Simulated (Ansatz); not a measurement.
## Au–SiH₃, singlet: the ladder up to RCCSDT(Q)

Geometry: a PBE0/def2-TZVP stationary point for this spin, not checked as a minimum.

```xyz
5

Au   -0.3188    0.0021    0.0018
Si    1.9697   -0.0127   -0.0110
H     2.4639   -1.4148   -0.0088
H     2.4842    0.6879    1.1951
H     2.4705    0.6792   -1.2279
```

Basis def2-SVP with its core potentials; Ansatz 0.2.0. Only valence electrons are correlated (noble-gas cores frozen), which leaves 18 electrons in 56 orbitals. Prefix R: restricted or restricted open-shell reference. Active spaces: frontier = (8e, 8o) about the gap. No spin–orbit coupling is included; scalar relativity enters through the core potentials alone. The metal's outer-core shells are frozen, which leaves out core–valence correlation.

Full CI isn't at hand for all of this; RCCSDT(Q) serves as the reference, and is uncertain by the last step of the cluster series or more.

The UHF ⟨S²⟩ is 0.000 and the T1 diagnostic (RCCSD) is 0.0225. The largest doubles amplitude (RCCSD) is 0.044.

```
   level  E − E(RHF) (eV)
    RMP2         -10.8741
   RCCSD         -10.9797
RCCSD(T)         -11.2504
```

Estimate how far RCCSDT(Q) in def2-SVP lies from RCCSD(T). The table doesn't fix it; the size of (T) and the diagnostics are the guide.

RCCSDT(Q) in def2-SVP lies 0.51 kcal/mol below RCCSD(T), which is 8 % of the (T) step (-6.24 kcal/mol). T1 is raised, but (T) still catches most of what CCSD lacks.

The other levels:

```tsv
level	E − E(RCCSDT(Q)) (kcal/mol)	share of correlation (%)	wall time
CISD	34.79	86.62	4.7 s
RCCSDT	0.31	99.88	–
```

The correlation energy at RCCSDT(Q), counted from RHF, is -11.272 eV. That run took 82 s on 1 thread of Arm Neoverse V1, shared host.

Run but not shown, since their state, orbitals or frozen core can't be matched to the reference's or they repeat it: CASSCF (frontier space), NEVPT2 (frontier space).

Times hold each run's SCF and search for its determinant on a shared host, so for small cases they say little of a method's own cost; they ran on 1 thread of Arm Neoverse V1. Some runs computed forces too.

Atomization energy (electronic, same basis, no zero-point term; atoms at the same level, unrestricted beside the R rows where the molecule is a closed shell, but restricted open-shell past Ca, as are all atoms' steps beyond CCSDT(Q)) at RCCSDT(Q): 1181.0 kJ/mol. Errors of other levels:

| level | error (kJ/mol) |
| --- | --- |
| RHF | -280.6 |
| RMP2 | -8.4 |
| CISD | -96.7 |
| RCCSD | -14.2 |
| RCCSD(T) | -0.7 |
| RCCSDT | -0.8 |

This basis is far from its limit, so the value isn't to be set against a measured one. Truncated CI isn't size-consistent, which counts against it in atomization.
